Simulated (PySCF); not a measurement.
**Dipole moment and polarisability of sulfuryl chloride fluoride**

Compound: sulfuryl chloride fluoride, ClFO2S.
Cartesian coordinates in Å at the GFN2-xTB level; atoms count from 1:
```xyz
5
ClFO2S angstrom
O     -0.5176   -0.9514   -1.0750
S     -0.1471   -0.1548    0.0272
O     -0.5766   -0.4206    1.3432
F     -0.5967    1.3688   -0.3177
Cl     1.8466    0.1608    0.0052
```

Level: wB97X-D/def2-SVPD (PySCF), static field, nuclei fixed, core orbitals frozen in the response. The polarisability tensor in these axes (au):

```
x   50.52  2.82 -0.36
y    2.82 37.46  0.52
z   -0.36  0.52 39.37
```

Problem. What are the eigenvalues, a third of the trace, and Δα (Δα² = ½Σ(αi − αj)² over the three pairs)?

Solution. Principal values 36.75, 39.49 and 51.11 au; mean 42.45 au = 6.29 Å³ = 7.00 × 10⁻⁴⁰ C²·m²/J; Δα = 13.20 au (31 % of the mean).

Problem. What is the dipole moment, and where does it point?

Solution. (1.52, 0.53, -0.08) D, 1.61 D in size, pointing from the negative to the positive side. Measured along this direction, the outermost atoms are O3 and O1 at the negative end and Cl5 at the positive end.

Problem. In TDDFT the mean static polarisability is Σ f/ω² over all singlet excitations (ω in hartree). How much of it do the 8 lowest give? Their energies (eV) and oscillator strengths: 5.81, 0.0024; 6.20, 0.0019; 6.58, 0.0004; 7.59, 0.0004; 8.00, 0.1658; 8.05, 0.0001; 8.36, 0.0224; 8.91, 0.0136.

Solution. They add up to 2.38 au, 5.6 % of the 42.45 au; the largest single term is 1.92 au, from the state at 8.00 eV. Terms in order: 0.05, 0.04, 0.01, 0.00, 1.92, 0.00, 0.24, 0.13 au. Higher excitations give the rest. The strengths listed sum to 0.207.

Problem. What depolarisation ratio follows for Rayleigh scattering of linearly polarised light, taking the static tensor?

Solution. ρ = 3Δα²/(45ᾱ² + 4Δα²) = 522.8/(81095 + 697.0) = 0.00639.

Problem. How large is μ²/3kT at 298 K beside α?

Solution. In Gaussian units μ²/3kT = 21.01 Å³ against 6.29 Å³, a ratio of 3.34; the Debye molar polarisation (4π/3)N_A(α + μ²/3kT) is 68.9 cm³/mol, leaving out the vibrational part.

Geometry: GFN2-xTB; no solvent, vibrations or thermal averaging.
